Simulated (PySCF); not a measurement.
# C3H3NS: magnetic properties, part 2 of 2

PySCF 2.14.0. Atoms count from 0. Earlier steps stand in the parts before.

## Step 6: Magnetic properties: GIAO B3LYP/pcseg-1

Job settings and geometry (Å):

```
{"job": {"kind": "mag", "xc": "B3LYP", "basis": "pcseg-1"}, "charge": 0, "multiplicity": 1}
C     -0.338524    -0.645138    -0.188744
C      1.060587    -0.491671     0.021347
N      1.506755     0.735403     0.158408
S      0.238538     1.792303     0.039280
C     -0.945958     0.585074    -0.201973
H     -0.853123    -1.596937    -0.320204
H      1.777122    -1.317003     0.075399
H     -2.002279     0.816677    -0.340256
```

Level: GIAO B3LYP/pcseg-1 magnetisability, rotational g tensor and spin-rotation constants, non-relativistic, gas phase.

What it wrote:

```text
coarse grid: 7808 points
cycle   1  E = -568.9545287079  dE =  8.596e-01  |g| = 2.793e-01  |ddm| = 3.318e+00
cycle   2  E = -568.9278725717  dE =  2.666e-02  |g| = 4.279e-01  |ddm| = 8.002e-01
cycle   3  E = -568.9738785161  dE = -4.601e-02  |g| = 9.251e-02  |ddm| = 5.313e-01
cycle   4  E = -568.9755983289  dE = -1.720e-03  |g| = 4.309e-02  |ddm| = 1.171e-01
cycle   5  E = -568.9760757638  dE = -4.774e-04  |g| = 1.116e-02  |ddm| = 6.151e-02
cycle   6  E = -568.9761060774  dE = -3.031e-05  |g| = 5.950e-03  |ddm| = 2.023e-02
cycle   7  E = -568.9761148776  dE = -8.800e-06  |g| = 7.900e-04  |ddm| = 5.756e-03
final grid: 72480 points
cycle   8  E = -569.0137913766  dE = -1.315e-05  |g| = 3.926e-03  |ddm| = 1.717e-02
cycle   9  E = -569.0137867657  dE =  4.611e-06  |g| = 5.878e-03  |ddm| = 9.120e-03
cycle  10  E = -569.0137952830  dE = -8.517e-06  |g| = 6.542e-04  |ddm| = 5.874e-03
cycle  11  E = -569.0137953782  dE = -9.518e-08  |g| = 2.871e-04  |ddm| = 9.342e-04
cycle  12  E = -569.0137953976  dE = -1.945e-08  |g| = 8.458e-05  |ddm| = 3.787e-04
cycle  13  E = -569.0137953996  dE = -1.973e-09  |g| = 2.309e-05  |ddm| = 1.285e-04
cycle  14  E = -569.0137953997  dE = -9.334e-11  |g| = 1.356e-05  |ddm| = 3.609e-05
converged SCF energy = -569.0137953997

Magnetisability tensor (1e-30 J/T^2)
     -592.98       -5.38      121.39
       -5.38     -547.93       52.47
      121.39       52.47    -1420.45
isotropic -853.78   principal values   -1441.00   -575.69   -544.67
isotropic susceptibility -51.416 1e-6 cm^3/mol

Inertial axes            a          b          c
rot. const./GHz      8.2753     5.8219     3.4176
chi total           -32.813    -34.657    -86.779
chi diamagnetic    -214.108   -266.573   -412.510
chi paramagnetic    181.295    231.916    325.731
quadrupole/D A        4.816     -0.348     -4.468
g nuclear            0.5768     0.5576     0.5655
g electronic        -0.7048    -0.6343    -0.5230
g total             -0.1280    -0.0767     0.0425

Spin-rotation constants (kHz, H = +C I.J)
atom  isotope        aa         bb         cc
  2    14N        2.238      1.264      0.135
  5     1H        0.398     -0.264     -0.353
  6     1H        0.200     -0.054     -0.308
  7     1H       -0.702      0.648     -0.375
  0    13C*       3.103      2.159      0.483
  1    13C*       3.503      2.495      0.622
  3    33S*       4.410      2.453      1.384
  4    13C*       3.108      2.958      0.483
* in the singly substituted isotopologue
```

Run time: 4.5 s. Hardware: 1 thread of Intel Xeon 6975P-C, shared host; peak memory 0.48 GiB.

From this job:

```tsv
quantity	value
magnetisability	-854·10⁻³⁰ J/T²
molar susceptibility	-51.4·10⁻⁶ cm³/mol
rotational g (a, b, c)	-0.1280, -0.0767, 0.0425
```

## Step 7: Magnetic properties: GIAO B3LYP/6-31++G**

Settings changed since step 6:

```diff
@@ -1,2 +1,2 @@
-{"job": {"kind": "mag", "xc": "B3LYP", "basis": "pcseg-1"}, "charge": 0, "multiplicity": 1}
+{"job": {"kind": "mag", "xc": "B3LYP", "basis": "6-31++G**"}, "charge": 0, "multiplicity": 1}
 C     -0.338524    -0.645138    -0.188744
```

Method: GIAO B3LYP/6-31++G** magnetisability, rotational g tensor and spin-rotation constants, non-relativistic, gas phase.

What it wrote:

```text
coarse grid: 7808 points
cycle   1  E = -569.0761089773  dE =  8.655e-01  |g| = 3.114e-01  |ddm| = 3.813e+00
cycle   2  E = -569.0395244911  dE =  3.658e-02  |g| = 4.884e-01  |ddm| = 1.557e+00
cycle   3  E = -569.1004510157  dE = -6.093e-02  |g| = 1.022e-01  |ddm| = 1.033e+00
cycle   4  E = -569.1025898108  dE = -2.139e-03  |g| = 4.663e-02  |ddm| = 1.618e-01
cycle   5  E = -569.1031523421  dE = -5.625e-04  |g| = 1.220e-02  |ddm| = 1.326e-01
cycle   6  E = -569.1031888514  dE = -3.651e-05  |g| = 6.395e-03  |ddm| = 3.750e-02
cycle   7  E = -569.1031991334  dE = -1.028e-05  |g| = 9.569e-04  |ddm| = 8.098e-03
cycle   8  E = -569.1031993587  dE = -2.254e-07  |g| = 2.395e-04  |ddm| = 1.913e-03
final grid: 72480 points
cycle   9  E = -569.0479519705  dE = -1.209e-05  |g| = 3.824e-03  |ddm| = 4.229e-02
cycle  10  E = -569.0479481029  dE =  3.868e-06  |g| = 5.425e-03  |ddm| = 1.219e-02
cycle  11  E = -569.0479558151  dE = -7.712e-06  |g| = 7.853e-04  |ddm| = 9.266e-03
cycle  12  E = -569.0479559936  dE = -1.784e-07  |g| = 2.522e-04  |ddm| = 1.885e-03
cycle  13  E = -569.0479560078  dE = -1.425e-08  |g| = 1.044e-04  |ddm| = 7.013e-04
cycle  14  E = -569.0479560106  dE = -2.791e-09  |g| = 3.672e-05  |ddm| = 2.441e-04
cycle  15  E = -569.0479560109  dE = -2.576e-10  |g| = 1.714e-05  |ddm| = 5.964e-05
converged SCF energy = -569.0479560109

Magnetisability tensor (1e-30 J/T^2)
     -579.32       -3.46      123.55
       -3.46     -532.60       53.69
      123.55       53.69    -1420.74
isotropic -844.22   principal values   -1441.68   -562.09   -528.89
isotropic susceptibility -50.840 1e-6 cm^3/mol

Inertial axes            a          b          c
rot. const./GHz      8.2753     5.8219     3.4176
chi total           -31.889    -33.811    -86.820
chi diamagnetic    -214.211   -266.535   -412.622
chi paramagnetic    182.322    232.724    325.803
quadrupole/D A        4.892     -0.513     -4.379
g nuclear            0.5768     0.5576     0.5655
g electronic        -0.7088    -0.6365    -0.5231
g total             -0.1320    -0.0789     0.0424

Spin-rotation constants (kHz, H = +C I.J)
atom  isotope        aa         bb         cc
  2    14N        2.107      1.191      0.128
  5     1H        0.413     -0.251     -0.343
  6     1H        0.219     -0.036     -0.296
  7     1H       -0.684      0.661     -0.369
  0    13C*       2.919      2.034      0.458
  1    13C*       3.326      2.362      0.601
  3    33S*       4.045      2.314      1.292
  4    13C*       2.954      2.785      0.465
* in the singly substituted isotopologue
```

Run time: 6.5 s. Hardware: 1 thread of Intel Xeon 6975P-C, shared host; peak memory 0.53 GiB.

From this job:

```tsv
quantity	value
magnetisability	-844·10⁻³⁰ J/T²
molar susceptibility	-50.8·10⁻⁶ cm³/mol
rotational g (a, b, c)	-0.1320, -0.0789, 0.0424
```

## Step 8: Magnetic properties: GIAO B3LYP/def2-TZVP

Settings changed since step 7:

```diff
@@ -1,2 +1,2 @@
-{"job": {"kind": "mag", "xc": "B3LYP", "basis": "6-31++G**"}, "charge": 0, "multiplicity": 1}
+{"job": {"kind": "mag", "xc": "B3LYP", "basis": "def2-TZVP"}, "charge": 0, "multiplicity": 1}
 C     -0.338524    -0.645138    -0.188744
```

With the program's defaults for keys left out, this is: GIAO B3LYP/def2-TZVP magnetisability, rotational g tensor and spin-rotation constants, non-relativistic, gas phase.

What it wrote:

```text
coarse grid: 7808 points
cycle   1  E = -569.1214102988  dE =  8.368e-01  |g| = 3.498e-01  |ddm| = 2.527e+00
cycle   2  E = -569.0750231778  dE =  4.639e-02  |g| = 5.556e-01  |ddm| = 7.464e-01
cycle   3  E = -569.1483214357  dE = -7.330e-02  |g| = 1.154e-01  |ddm| = 5.191e-01
cycle   4  E = -569.1508743994  dE = -2.553e-03  |g| = 5.556e-02  |ddm| = 1.121e-01
cycle   5  E = -569.1516095683  dE = -7.352e-04  |g| = 1.664e-02  |ddm| = 5.266e-02
cycle   6  E = -569.1516771404  dE = -6.757e-05  |g| = 7.230e-03  |ddm| = 2.183e-02
cycle   7  E = -569.1516890558  dE = -1.192e-05  |g| = 1.647e-03  |ddm| = 5.299e-03
cycle   8  E = -569.1516896355  dE = -5.798e-07  |g| = 4.037e-04  |ddm| = 1.195e-03
final grid: 72480 points
cycle   9  E = -569.1446986668  dE = -2.434e-05  |g| = 4.205e-03  |ddm| = 3.432e-02
cycle  10  E = -569.1446933938  dE =  5.273e-06  |g| = 6.049e-03  |ddm| = 7.349e-03
cycle  11  E = -569.1447022459  dE = -8.852e-06  |g| = 1.074e-03  |ddm| = 5.252e-03
cycle  12  E = -569.1447025518  dE = -3.059e-07  |g| = 3.971e-04  |ddm| = 1.336e-03
cycle  13  E = -569.1447025875  dE = -3.572e-08  |g| = 1.353e-04  |ddm| = 3.333e-04
cycle  14  E = -569.1447025917  dE = -4.196e-09  |g| = 5.496e-05  |ddm| = 1.528e-04
cycle  15  E = -569.1447025923  dE = -5.655e-10  |g| = 2.290e-05  |ddm| = 4.469e-05
converged SCF energy = -569.1447025923

Magnetisability tensor (1e-30 J/T^2)
     -571.10       -3.36      122.52
       -3.36     -518.78       53.60
      122.52       53.60    -1405.36
isotropic -831.75   principal values   -1426.14   -553.96   -515.14
isotropic susceptibility -50.089 1e-6 cm^3/mol

Inertial axes            a          b          c
rot. const./GHz      8.2753     5.8219     3.4176
chi total           -31.058    -33.325    -85.884
chi diamagnetic    -213.379   -266.120   -411.959
chi paramagnetic    182.321    232.795    326.075
quadrupole/D A        4.560     -0.136     -4.424
g nuclear            0.5768     0.5576     0.5655
g electronic        -0.7088    -0.6367    -0.5235
g total             -0.1320    -0.0791     0.0420

Spin-rotation constants (kHz, H = +C I.J)
atom  isotope        aa         bb         cc
  2    14N        2.267      1.305      0.142
  5     1H        0.433     -0.255     -0.354
  6     1H        0.232     -0.038     -0.307
  7     1H       -0.694      0.679     -0.371
  0    13C*       3.271      2.239      0.516
  1    13C*       3.677      2.598      0.667
  3    33S*       4.629      2.644      1.458
  4    13C*       3.199      3.069      0.522
* in the singly substituted isotopologue
```

Run time: 12 s. Hardware: 1 thread of Intel Xeon 6975P-C, shared host; peak memory 0.83 GiB.

From this job:

```tsv
quantity	value
magnetisability	-832·10⁻³⁰ J/T²
molar susceptibility	-50.1·10⁻⁶ cm³/mol
rotational g (a, b, c)	-0.1320, -0.0791, 0.0420
```

## Step 9: The levels compared

```tsv
level	ξ (10⁻³⁰ J/T²)	g(a)	g(b)	gap (eV)	functions	time
GIAO B3LYP/aug-pcSseg-1	-846	-0.1319	-0.0792	6.13	164	13 s
GIAO KT3/aug-pcSseg-1	-846	-0.1282	-0.0769	4.70	164	14 s
GIAO B3LYP/Sadlej pVTZ	-861	-0.1252	-0.0704	6.11	155	11 s
GIAO B3LYP/pcseg-1	-854	-0.1280	-0.0767	6.25	89	4.5 s
GIAO B3LYP/6-31++G**	-844	-0.1320	-0.0789	6.18	112	6.5 s
GIAO B3LYP/def2-TZVP	-832	-0.1320	-0.0791	6.13	179	12 s
```

## Step 10: Results

This closing draws on all 2 parts.

| quantity | value |
| --- | --- |
| point group | Cs |
| rotational constants (main isotopes) | 8.28, 5.82, 3.42 GHz |
| magnetisability (step 3, GIAO B3LYP/aug-pcSseg-1) | -846·10⁻³⁰ J/T² |
| molar susceptibility (step 3, GIAO B3LYP/aug-pcSseg-1) | -50.9·10⁻⁶ cm³/mol |
| rotational g (a, b, c) (step 3, GIAO B3LYP/aug-pcSseg-1) | -0.1319, -0.0792, 0.0428 |
| surface potential, 1st and 99th percentile | -1.55 V and 1.38 V |
| magnetisability over the levels | -861 to -832·10⁻³⁰ J/T² |

Relaxing lowered the energy by 0.045 eV in 5 steps; the close pair that moved most is N2–S3, from 1.629 to 1.655 Å. At B3LYP/aug-pcSseg-1, counted by nearest atom on the grid, the HOMO lies on S3 47 %; C0 24 %, the LUMO on C4 23 %; S3 22 %. The magnetisability spreads by 3.5 % over 6 levels, from GIAO B3LYP/Sadlej pVTZ (11 s) to GIAO B3LYP/def2-TZVP (12 s); the runs took 4.5 s to 14 s. Vibrational averaging and real surroundings are missing from these values.
